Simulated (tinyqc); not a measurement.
Inside a calculation. Method: UHF in the sto-3g basis, for BH, spin multiplicity 1. This run ends on a higher stationary point, not on the lowest solution. One step of it, computed by the program tinyqc.

Question. Iteration 1: building the Fock matrix. J_ij = sum D_kl (ij|kl) with D = D(alpha) + D(beta), K_ij = sum D_kl (ik|jl) for each spin; F = H + J - K(s); E = tr D H + tr D J / 2 - 0.5 sum_s tr D(s) K(s) + E_nn.

D(alpha) at the start:
```
            1B 1s      1B 2s    1B 2px    1B 2py     1B 2pz      2H 1s
1B 1s    0.990533  -0.006805  0.000000  0.000000  -0.087009  -0.069142
1B 2s   -0.006805   0.171584  0.000000  0.000000   0.260753   0.166721
1B 2px   0.000000   0.000000  0.873282  0.332656   0.000000   0.000000
1B 2py   0.000000   0.000000  0.332656  0.126718   0.000000   0.000000
1B 2pz  -0.087009   0.260753  0.000000  0.000000   0.402197   0.258204
2H 1s   -0.069142   0.166721  0.000000  0.000000   0.258204   0.165944
```

D(beta) at the start:
```
            1B 1s      1B 2s     1B 2px     1B 2py     1B 2pz      2H 1s
1B 1s    0.990533  -0.006805   0.000000   0.000000  -0.087009  -0.069142
1B 2s   -0.006805   0.171584   0.000000   0.000000   0.260753   0.166721
1B 2px   0.000000   0.000000   0.998701  -0.036012   0.000000   0.000000
1B 2py   0.000000   0.000000  -0.036012   0.001299   0.000000   0.000000
1B 2pz  -0.087009   0.260753   0.000000   0.000000   0.402197   0.258204
2H 1s   -0.069142   0.166721   0.000000   0.000000   0.258204   0.165944
```

core Hamiltonian H = T + V (hartree):
```
             1B 1s      1B 2s     1B 2px     1B 2py     1B 2pz      2H 1s
1B 1s   -12.656220  -3.277591   0.000000   0.000000  -0.010554  -0.344209
1B 2s    -3.277591  -3.745207   0.000000   0.000000  -0.103553  -0.961859
1B 2px    0.000000   0.000000  -2.927758   0.000000   0.000000   0.000000
1B 2py    0.000000   0.000000   0.000000  -2.927758   0.000000   0.000000
1B 2pz   -0.010554  -0.103553   0.000000   0.000000  -2.994550  -0.986012
2H 1s    -0.344209  -0.961859   0.000000   0.000000  -0.986012  -2.137448
```

Two-electron integrals (ij|kl) in chemists' order, unique and non-zero (hartree):
```
(11|11) 2.923513   (21|11) 0.518376   (21|21) 0.109262   (22|11) 0.744229
(22|21) 0.193177   (22|22) 0.544804   (31|31) 0.020264   (32|31) 0.029996
(32|32) 0.120346   (33|11) 0.742491   (33|21) 0.193240   (33|22) 0.544682
(33|33) 0.586773   (41|41) 0.020264   (42|41) 0.029996   (42|42) 0.120346
(43|43) 0.031630   (44|11) 0.742491   (44|21) 0.193240   (44|22) 0.544682
(44|33) 0.523513   (44|44) 0.586773   (51|51) 0.020264   (52|51) 0.029996
(52|52) 0.120346   (53|53) 0.031630   (54|54) 0.031630   (55|11) 0.742491
(55|21) 0.193240   (55|22) 0.544682   (55|33) 0.523513   (55|44) 0.523513
(55|55) 0.586773   (61|11) 0.053382   (61|21) 0.011216   (61|22) 0.019917
(61|33) 0.019833   (61|44) 0.019833   (61|51) 0.000779   (61|52) 0.001453
(61|55) 0.020096   (61|61) 0.001185   (62|11) 0.155288   (62|21) 0.041087
(62|22) 0.131174   (62|33) 0.127218   (62|44) 0.127218   (62|51) 0.004453
(62|52) 0.029482   (62|55) 0.138951   (62|61) 0.004498   (62|62) 0.047986
(63|31) 0.003701   (63|32) 0.018247   (63|53) 0.005203   (63|63) 0.004616
(64|41) 0.003701   (64|42) 0.018247   (64|54) 0.005203   (64|64) 0.004616
(65|11) 0.157390   (65|21) 0.042133   (65|22) 0.141756   (65|33) 0.134503
(65|44) 0.134503   (65|51) 0.007484   (65|52) 0.046480   (65|55) 0.156097
(65|61) 0.004781   (65|62) 0.060241   (65|65) 0.078695   (66|11) 0.334056
(66|21) 0.089883   (66|22) 0.325832   (66|33) 0.308349   (66|44) 0.308349
(66|51) 0.010229   (66|52) 0.093053   (66|55) 0.360306   (66|61) 0.009917
(66|62) 0.162917   (66|65) 0.220282   (66|66) 0.774606
```

nuclear repulsion = 1.67567198 hartree

Give: Coulomb J; exchange K(alpha); exchange K(beta); F(alpha); F(beta); total energy of this density.

Answer.

Coulomb J (hartree):
```
        1B 1s  1B 2s  1B 2px  1B 2py  1B 2pz  2H 1s
1B 1s   8.477  1.730   0.000   0.000   0.038  0.180
1B 2s   1.730  3.520   0.000   0.000   0.213  0.894
1B 2px  0.000  0.000   3.560   0.019   0.000  0.000
1B 2py  0.000  0.000   0.019   3.449   0.000  0.000
1B 2pz  0.038  0.213   0.000   0.000   3.540  0.993
2H 1s   0.180  0.894   0.000   0.000   0.993  2.362
```

exchange K(alpha) (hartree):
```
         1B 1s  1B 2s  1B 2px  1B 2py  1B 2pz  2H 1s
1B 1s    2.933  0.584   0.000   0.000  -0.004  0.062
1B 2s    0.584  0.429   0.000   0.000   0.237  0.233
1B 2px   0.000  0.000   0.578   0.185   0.000  0.000
1B 2py   0.000  0.000   0.185   0.164   0.000  0.000
1B 2pz  -0.004  0.237   0.000   0.000   0.416  0.294
2H 1s    0.062  0.233   0.000   0.000   0.294  0.371
```

exchange K(beta) (hartree):
```
         1B 1s  1B 2s  1B 2px  1B 2py  1B 2pz  2H 1s
1B 1s    2.933  0.584   0.000   0.000  -0.004  0.062
1B 2s    0.584  0.429   0.000   0.000   0.237  0.233
1B 2px   0.000  0.000   0.648  -0.020   0.000  0.000
1B 2py   0.000  0.000  -0.020   0.094   0.000  0.000
1B 2pz  -0.004  0.237   0.000   0.000   0.416  0.294
2H 1s    0.062  0.233   0.000   0.000   0.294  0.371
```

F(alpha) (hartree):
```
         1B 1s   1B 2s  1B 2px  1B 2py  1B 2pz   2H 1s
1B 1s   -7.112  -2.132   0.000   0.000   0.031  -0.226
1B 2s   -2.132  -0.654   0.000   0.000  -0.128  -0.301
1B 2px   0.000   0.000   0.054  -0.166   0.000   0.000
1B 2py   0.000   0.000  -0.166   0.358   0.000   0.000
1B 2pz   0.031  -0.128   0.000   0.000   0.129  -0.287
2H 1s   -0.226  -0.301   0.000   0.000  -0.287  -0.147
```

F(beta) (hartree):
```
         1B 1s   1B 2s  1B 2px  1B 2py  1B 2pz   2H 1s
1B 1s   -7.112  -2.132   0.000   0.000   0.031  -0.226
1B 2s   -2.132  -0.654   0.000   0.000  -0.128  -0.301
1B 2px   0.000   0.000  -0.016   0.039   0.000   0.000
1B 2py   0.000   0.000   0.039   0.427   0.000   0.000
1B 2pz   0.031  -0.128   0.000   0.000   0.129  -0.287
2H 1s   -0.226  -0.301   0.000   0.000  -0.287  -0.147
```

total energy of this density = -24.18812 hartree
